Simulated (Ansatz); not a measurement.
## Relative stability

Two relaxed structures of BSiH2O, doublet (PBE0-D4/def2-TZVP; forces vanish, vibrations not checked).

A:

```
5
angstrom
B -0.2819 0.4443 0.3500
O -1.2042 0.1920 1.2389
Si 0.9877 0.8807 -1.0115
H -1.3369 -0.7114 1.5443
H 1.8987 0.9885 0.2208
```

B:

| atom | x (Å) | y (Å) | z (Å) |
| --- | --- | --- | --- |
| B1 | -0.5459 | -0.6200 | -0.3197 |
| O2 | -0.6560 | 0.1499 | 0.7541 |
| Si3 | 0.5071 | 1.0035 | -0.2980 |
| H4 | -1.0555 | -1.6322 | -0.6785 |
| H5 | 1.7503 | 1.0988 | 0.5420 |

Program: Ansatz 0.2.0. Basis: def2-TZVPP. Cores are frozen in the correlated methods; orbitals are unrestricted. B3LYP uses VWN-RPA correlation.

(1) Which structure is lower at CCSD(T), and by how much? (An estimate is asked for; the value comes from the calculation.)

No T1 diagnostic of these runs exceeds 0.024. ⟨S²⟩ of the unrestricted Hartree–Fock references: 0.77 to 0.78 (a pure state has 0.75).

Results:

(1) The calculation gives: B, by 54.3 kJ/mol (electronic energy, against the other). By their contacts, A is BSiH₂O ([OH][B][SiH]) and B is BSiH₂O ([BH]1[O][SiH]1).

All methods give the same order:

| method | E(B) − E(A) (kJ/mol) |
| --- | --- |
| PBE-D4 | -51.1 |
| r2SCAN-D4 | -56.9 |
| PBE0-D4 | -50.4 |
| B3LYP-D4 | -52.3 |
| wB97M-V | -51.7 |
| HF | -49.7 |
| MP2 | -65.9 |
| CCSD | -51.8 |
| CCSD(T) | -54.3 |

Labels in which every atom is bracketed show which atoms are joined, not bond orders.

For scale, one of the runs: CCSD(T)/def2-TZVPP, 132 basis functions, launched by `ansatz run in.yaml --threads 2 --pin off --events-out ev --progress --plain --max-ram 4352MiB`. Time: 22 s of wall clock on 2 CPU threads of an Intel Xeon Platinum 8259CL; the host was shared. Peak host memory: 1.4 GiB.
